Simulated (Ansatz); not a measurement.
# C2H5NO: the cost of one run

Program: Ansatz 0.2.0. Level of theory: RKS PBE0/def2-SVPD. These are calculated values, not measurements.

## (1) The starting structure

Bond lengths: C1–N2 1.400 Å, N2–C3 1.342 Å, C3–O4 1.307 Å, C1–H5 1.125 Å, C1–H6 1.161 Å, C1–H7 1.092 Å, N2–H8 0.967 Å, C3–H9 1.121 Å. Angles: C1–N2–C3 120.5°, C1–N2–H8 120.7°, C3–N2–H8 118.2°, N2–C1–H5 110.3°, N2–C1–H6 108.4°, N2–C1–H7 114.9°, H5–C1–H6 105.0°, H5–C1–H7 110.7°, H6–C1–H7 107.0°, N2–C3–O4 127.1°, N2–C3–H9 115.2°, O4–C3–H9 117.6°.

Structure file:

```xyz
9

C    -0.2542    0.5392   -0.8900
N    -0.2835   -0.4980    0.0506
C     0.5634   -0.4980    1.0919
O     1.5324    0.3489    1.3209
H    -0.7344    0.2079   -1.8517
H    -0.9237    1.4048   -0.5012
H     0.7349    0.9616   -1.0788
H    -0.9879   -1.1604    0.0340
H     0.4415   -1.3522    1.8073
```

## (2) End point A

Input file input.yaml:

```yaml
crystal:
  periodic: [false, false, false]
  atoms:
    - { symbol: C, position_ang: [-0.2542, 0.5392, -0.89] }
    - { symbol: "N", position_ang: [-0.2835, -0.498, 0.0506] }
    - { symbol: C, position_ang: [0.5634, -0.498, 1.0919] }
    - { symbol: O, position_ang: [1.5324, 0.3489, 1.3209] }
    - { symbol: H, position_ang: [-0.7344, 0.2079, -1.8517] }
    - { symbol: H, position_ang: [-0.9237, 1.4048, -0.5012] }
    - { symbol: H, position_ang: [0.7349, 0.9616, -1.0788] }
    - { symbol: H, position_ang: [-0.9879, -1.1604, 0.034] }
    - { symbol: H, position_ang: [0.4415, -1.3522, 1.8073] }
basis:
  gaussian: { orbitals: def2-SVPD }
hamiltonian:
  xc: pbe0
relax:
  f_tol: 0.015
  max_steps: 40
```

The run is started by

```
$ ansatz run input.yaml --threads 2 --pin off --max-ram 3072MiB --backend cpu --events-out ev --progress --plain --runs-dir out
```

What time and memory should one allow on 2 threads of Arm Neoverse V1, shared host?

About 42 s, with a peak of 0.22 GiB.
